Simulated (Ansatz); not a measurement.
Born–Oppenheimer molecular dynamics of AlH6NS (9 atoms, charge 0, multiplicity 1). It starts at the highest image of a converged band, a first-order saddle point between two minima.

Theory: RKS CAM-B3LYP/def2-SVP in Ansatz 0.2.0.

| Property | Result |
| --- | --- |
| ensemble | NVE (velocity Verlet) |
| time step | 0.5 fs |
| steps asked | 200 |
| starting velocities drawn for | 100 K |
| seed | 10757 |

First frame:

```xyz
9
Properties=species:S:1:pos:R:3
Al 0.002 0.210 0.188
N -0.030 0.041 2.053
H -0.823 -0.401 2.516
H 0.814 -0.218 2.562
H 1.444 0.126 -0.456
H -1.339 -0.218 -0.537
S -0.311 2.673 0.757
H -1.660 2.631 0.737
H -0.209 1.672 1.826
```

(1) How far do the bonds stretch over the last three quarters of this one trajectory? (Pairs bonded in most of those frames.)

Results:

(1) 
```tsv
bond	mean (Å)	spread (Å)	shortest	longest
Al1–N2	2.189	0.134	1.93	2.35
Al1–H5	1.591	0.007	1.58	1.61
Al1–H6	1.596	0.019	1.56	1.63
Al1–S7	2.287	0.146	2.07	2.49
N2–H3	1.028	0.041	0.95	1.11
N2–H4	1.025	0.020	0.99	1.06
N2–H9	1.057	0.103	0.90	1.22
S7–H8	1.350	0.012	1.33	1.37
```

Mean temperature of the second half: 760 K. The conserved energy stayed within 1.2 meV per atom of its start (net change 0.069 meV per atom), so the integration is sound. The kinetic energy rose, since the run started high on the potential surface and went downhill. A run of 0.1 ps of so small a system gives no equilibrium averages. The orbitals stay closed-shell, which can raise the energy where a bond breaks towards radicals; this wasn't checked here.

Time of the run: 5.4 min on 2 threads of Arm Neoverse V1, with other jobs on the host, peak memory 0.17 GiB.
